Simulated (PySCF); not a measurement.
Computed with PBE0/[B def2-TZVP, H def2-TZVP], no relativity, density fitting, PySCF. Open shells, if any, are unrestricted.

Q: What shape and geometry does isolated singlet BH₃ take (every ligand bound to B)?

A: Counting electrons, boron keeps none of its valence electrons outside its bonds, so the VSEPR class is AX3 and the expected shape is trigonal planar (D3h), as computed. The lowest minimum found is a singlet of D3h symmetry with B–H 1.193 Å (×3); H–B–H 120.0° (×3). Its harmonic wavenumbers are 1145 (a2''), 1189 (e'), 2557 (a1'), 2695 (e') cm⁻¹ and its dipole moment is 0.00 D.
